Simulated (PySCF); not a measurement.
**Phosphorus: a sound run and one with changed settings**

Sound run: P [Ne] 3s2 3p3, P⁺ [Ne] 3s2 3p2. All numbers are calculated (PySCF 2.14, the non-relativistic Hamiltonian (point nucleus), in pcseg-2 (5s4p2d1f, 34 functions)). The sound run starts from symmetry-adapted Hartree-Fock orbitals and uses a fine grid where one is needed.

Changed run: 26 angular points. This setting is unsound on purpose.

| species | method | sound run (hartree) | changed run (hartree) | converged |
| --- | --- | --- | --- | --- |
| P | UHF | -340.70921 | -340.70921 | yes |
| P | MN15 | -341.17336 | -341.17336 | yes |
| P | B3LYP | -341.28896 | -341.28896 | yes |
| P⁺ | UHF | -340.34439 | -340.34439 | yes |
| P⁺ | MN15 | -340.78823 | -340.78748 | yes |
| P⁺ | B3LYP | -340.90694 | -340.90697 | yes |

Ionisation energy of P:

```csv
method,sound run (eV),changed run (eV)
UHF,9.927,9.927
MN15,10.480,10.500
B3LYP,10.395,10.394
```

A coarse angular grid integrates products of high-l functions wrongly, so density functionals can shift, and the SCF can exploit the error; Hartree-Fock and MP2 need no grid.

For comparison, NIST gives 10.487 eV between the lowest levels.
